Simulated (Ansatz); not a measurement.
We consider α-phase S, described by r²SCAN0 in Ansatz (PAW).

Numerical settings: plane-wave cutoff 500 eV, 4×4×4 k mesh, gaussian smearing 0.02 eV, scalar-relativistic PAW data made under PBE.

Cell (relaxed with r²SCAN):

S is taken in the orthorhombic space group Fddd, origin choice 1 (No. 70), Pearson symbol oF128. Conventional cell: a = 10.793 Å, b = 13.193 Å, c = 24.927 Å, α = β = γ = 90.00°. S1 on 32h is coordinated by 2 S at 2.053–2.058 Å (bent). S2 on 32h is surrounded by 2 S at 2.056 Å (bent). S3 on 32h is coordinated by 2 S at 2.056 Å (bent). S4 on 32h has 2 S at 2.056 Å (bent). (Neighbours: up to the widest gap in distance over summed covalent radii, below 1.35, at either atom.)
(The calculation used a cell of 32 atoms; values per cell refer to that cell.)

Estimate the band gap that the calculation returns.


- band gap = 4.13 eV (on the SCF k mesh)

Note: cell and atoms aren't relaxed at this level (largest force component 0.31 eV/Å, pressure -1.3 GPa).

Computed values are for the static lattice.

Ansatz is a program for electronic structure.
